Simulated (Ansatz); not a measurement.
Born–Oppenheimer molecular dynamics of BH5O (7 atoms, charge 0, multiplicity 1). It starts at the highest image of a converged band, a first-order saddle point between two minima.

The calculation used RKS PBE-D4/def2-SVP (Ansatz 0.2.0).

```json
{
  "ensemble": "NVE (velocity Verlet)",
  "time step": "0.5 fs",
  "steps asked": "200",
  "starting velocities drawn for": "100 K",
  "seed": "11689"
}
```

First frame:

```xyz
7
Properties=species:S:1:pos:R:3
B 0.013 0.065 0.187
O 0.033 0.189 1.768
H -0.881 0.065 2.085
H 1.074 -0.328 -0.251
H -1.040 -0.336 -0.275
H 0.019 1.409 -0.038
H -0.006 1.216 0.981
```

(1) How far do the bonds stretch over the last three quarters of this one trajectory? (Pairs bonded in most of those frames.)

## Answers

(1) 
| bond | mean (Å) | spread (Å) | shortest | longest |
| --- | --- | --- | --- | --- |
| B1–H4 | 1.229 | 0.012 | 1.21 | 1.25 |
| B1–H5 | 1.229 | 0.024 | 1.19 | 1.27 |
| B1–H6 | 1.221 | 0.024 | 1.18 | 1.26 |
| O2–H3 | 0.978 | 0.014 | 0.95 | 1.01 |
| O2–H7 | 0.991 | 0.028 | 0.94 | 1.04 |

Mean temperature of the second half: 609 K. The conserved energy stayed within 0.13 meV per atom of its start (net change 0.065 meV per atom), so the integration is sound. The kinetic energy rose, since the run started high on the potential surface and went downhill. A run of 0.1 ps of so small a system gives no equilibrium averages. The orbitals stay closed-shell, which can raise the energy where a bond breaks towards radicals; this wasn't checked here.

Run time: 2.9 min on 1 thread of Arm Neoverse V1, on a shared host, peak memory 0.093 GiB.
